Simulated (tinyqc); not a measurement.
Starting guesses with plain Roothaan steps: SCF starting guesses in the sto-3g basis, for H3O+, spin multiplicity 1. Computed by the program tinyqc with PySCF. RHF with one setting changed at a time; a run stops when the energy changes by less than 1e-09 hartree and the error matrix is below 1e-5. Starts: the lowest orbitals of the core Hamiltonian, of the Wolfsberg-Helmholz matrix (K = 1.75), projected atomic densities, random orbitals, and the highest orbitals of the core Hamiltonian (a deliberately bad start).

Geometry (angstrom):

| atom | x | y | z |
|---|---|---|---|
| O | 0.0000 | 0.0000 | 0.0500 |
| H | 1.1510 | 0.0000 | 0.0000 |
| H | -0.5750 | 0.9970 | 0.0000 |
| H | -0.5750 | -0.9970 | 0.0000 |

lowest restricted solution found by these runs and by PySCF = -75.257433 hartree

Largest element of the error matrix X^T (FDS - SDF) X:

| iteration | core | Wolfsberg-Helmholz | atomic densities | random | highest core orbitals |
|---|---|---|---|---|---|
| 1 | 6.2e-01 | 4.0e-01 | 8.3e-01 | 1.5e+01 | 1.8e-01 |
| 2 | 3.0e-01 | 1.3e-01 | 3.5e-01 | 6.0e-01 | 6.4e-01 |
| 3 | 7.5e-02 | 3.0e-02 | 8.9e-02 | 1.9e-01 | 2.8e-01 |
| 4 | 2.1e-02 | 1.0e-02 | 2.7e-02 | 6.0e-02 | 7.3e-02 |
| 5 | 5.3e-03 | 2.2e-03 | 6.2e-03 | 1.9e-02 | 1.9e-02 |
| 6 | 1.5e-03 | 8.0e-04 | 1.9e-03 | 8.7e-03 | 5.2e-03 |
| 8 | 2.1e-04 | 6.4e-05 | 1.4e-04 | 2.2e-03 | 3.8e-04 |
| 10 | 4.7e-05 | 1.0e-05 | 1.0e-05 | 5.5e-04 | 6.8e-05 |
| 14 | - | - | - | 3.4e-05 | - |

How each run ends:

| run | iterations | E (hartree) | state |
|---|---|---|---|
| core | 13 | -75.25743 | lowest found |
| Wolfsberg-Helmholz | 11 | -75.25743 | lowest found |
| atomic densities | 11 | -75.25743 | lowest found |
| random | 16 | -75.25743 | lowest found |
| highest core orbitals | 13 | -75.25743 | lowest found |

What does the comparison show, and why?

5 of 5 runs reach the lowest restricted solution found, in 11 to 16 iterations (fastest: Wolfsberg-Helmholz, atomic densities). The first errors are 6e-01, 4e-01, 8e-01, 2e+01, 2e-01; the deliberately bad start has the smallest one, so a small first error does not mark a good start.
